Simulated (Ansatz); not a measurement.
Rutile TiO₂

Level of theory: r²SCAN in Ansatz (PAW).

Settings: plane-wave cutoff 600 eV, 6×6×8 k mesh (along the axes of the cell as run), finite displacements, no spin polarisation, scalar-relativistic PAW data made under PBE.

Cell: relaxed at this level.

| Quantity | Value |
|---|---|
| high-frequency dielectric constant (mean over three axes) | 7.00 |
| static dielectric constant (mean over three axes) | 534 |

Measured, for comparison: high-frequency dielectric constant 6.34 (temperature not stated, not corrected to a static lattice, mean; as tabulated in Skone et al. (2014), arXiv:1501.03184); static dielectric constant 114 (temperature not stated, not corrected to a static lattice, mean of the two values across and the one along c; as tabulated in Harker's crystal data pages). Computed (rounded) less measured: high-frequency dielectric constant +10 %, static dielectric constant +368 %.

The result took around 11 core-minutes (rough).

Ansatz is a first-principles code.
